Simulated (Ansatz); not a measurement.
# AsH⁺, quartet: stretch scan

Starting geometry (the point of the scan at 1.781 Å, not a stationary one):

```xyz
2

As    0.0000    0.0000    0.0000
H     0.0000    0.0000    1.7810
```

From there H2 moves along the line of the two atoms named below, all else staying in place; atoms are numbered as listed. Energies are in kJ/mol, counted from the starting geometry at the same level. Kohn–Sham curves are unrestricted where that lies lower.

Basis cc-pVQZ; Ansatz 0.2.0. Correlated methods freeze the noble-gas cores and the filled d shells of p-block atoms. Prefix R: restricted or restricted open-shell reference; prefix U: unrestricted. No spin–orbit coupling is included, and no scalar relativity.

A value is left out where its run failed or describes another state than the reference as far as symmetry and spin tell, or, spin-broken singlets apart, can't be checked.

Functionals correlate the shells that the reference freezes, so part of their error here is the reference's.

Full CI isn't at hand for all of this; UCCSDT(Q) serves as the reference, and is uncertain by about the last step of the cluster series.

```json
{"distance As1-H2 (Å)": "1.316", "UCCSDT(Q)": "–", "PBE": "80.1", "r2SCAN": "62.9", "PBE0": "69.1", "B3LYP": "78.1", "wB97M-V": "66.0", "B2PLYP": "69.5", "PBE-QIDH": "55.5", "RPA-PBE": "65.9"}
{"distance As1-H2 (Å)": "1.455", "UCCSDT(Q)": "–", "PBE": "20.6", "r2SCAN": "9.6", "PBE0": "13.1", "B3LYP": "19.5", "wB97M-V": "11.4", "B2PLYP": "12.9", "PBE-QIDH": "3.1", "RPA-PBE": "9.6"}
{"distance As1-H2 (Å)": "1.641", "UCCSDT(Q)": "–", "PBE": "-1.5", "r2SCAN": "-5.6", "PBE0": "-4.5", "B3LYP": "-2.0", "wB97M-V": "-4.9", "B2PLYP": "-5.0", "PBE-QIDH": "-8.8", "RPA-PBE": "-6.3"}
{"distance As1-H2 (Å)": "1.781", "UCCSDT(Q)": "0.0", "PBE": "0.0", "r2SCAN": "0.0", "PBE0": "0.0", "B3LYP": "0.0", "wB97M-V": "0.0", "B2PLYP": "0.0", "PBE-QIDH": "0.0", "RPA-PBE": "0.0"}
{"distance As1-H2 (Å)": "2.019", "UCCSDT(Q)": "26.0", "PBE": "13.3", "r2SCAN": "19.7", "PBE0": "17.3", "B3LYP": "14.1", "wB97M-V": "16.6", "B2PLYP": "18.7", "PBE-QIDH": "23.3", "RPA-PBE": "18.6"}
{"distance As1-H2 (Å)": "2.286", "UCCSDT(Q)": "54.7", "PBE": "31.6", "r2SCAN": "43.9", "PBE0": "38.9", "B3LYP": "33.0", "wB97M-V": "36.4", "B2PLYP": "41.2", "PBE-QIDH": "49.2", "RPA-PBE": "38.4"}
{"distance As1-H2 (Å)": "2.644", "UCCSDT(Q)": "84.1", "PBE": "54.1", "r2SCAN": "71.7", "PBE0": "64.9", "B3LYP": "56.0", "wB97M-V": "60.6", "B2PLYP": "67.1", "PBE-QIDH": "78.0", "RPA-PBE": "58.7"}
{"distance As1-H2 (Å)": "2.990", "UCCSDT(Q)": "102.1", "PBE": "70.7", "r2SCAN": "91.5", "PBE0": "84.1", "B3LYP": "73.4", "wB97M-V": "79.1", "B2PLYP": "85.7", "PBE-QIDH": "97.6", "RPA-PBE": "70.2"}
{"distance As1-H2 (Å)": "3.696", "UCCSDT(Q)": "117.7", "PBE": "88.1", "r2SCAN": "112.5", "PBE0": "106.2", "B3LYP": "93.6", "wB97M-V": "100.3", "B2PLYP": "106.3", "PBE-QIDH": "116.8", "RPA-PBE": "69.8"}
{"distance As1-H2 (Å)": "4.413", "UCCSDT(Q)": "121.6", "PBE": "91.0", "r2SCAN": "116.9", "PBE0": "113.7", "B3LYP": "100.0", "wB97M-V": "108.2", "B2PLYP": "113.4", "PBE-QIDH": "122.0", "RPA-PBE": "47.4"}
{"distance As1-H2 (Å)": "5.569", "UCCSDT(Q)": "122.8", "PBE": "–", "r2SCAN": "–", "PBE0": "–", "B3LYP": "–", "wB97M-V": "111.3", "B2PLYP": "115.6", "PBE-QIDH": "123.5", "RPA-PBE": "–"}
```
